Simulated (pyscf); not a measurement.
Thermochemistry of product channels of `[AlH2][AsH2]` + `[OH2]` on the singlet surface, in kcal/mol, from ωB97M-D3(BJ)/def2-TZVP energies (ideal gas, 1 atm, RRHO with modes under 100 cm⁻¹ raised to 100, one conformer, R ln 2 for rigid chiral ones). Optimised with ωB97X-D3(BJ)/def2-SVP in PySCF.

```json
[
 {"products": "`[AsH3]` + `[OH][AlH2]`", "ΔE": "-21.2", "ΔH(298 K)": "-22.6", "ΔG(298 K)": "-22.2", "ΔG(1200 K)": "-19.9"},
 {"products": "`[OH][AlH][AsH2]` + `[H][H]`", "ΔE": "-29.5", "ΔH(298 K)": "-31.6", "ΔG(298 K)": "-29.7", "ΔG(1200 K)": "-26.4"}
]
```

These are energies of the channels, which say nothing of barriers. Elements up to Kr have no core potential and no relativistic terms here.
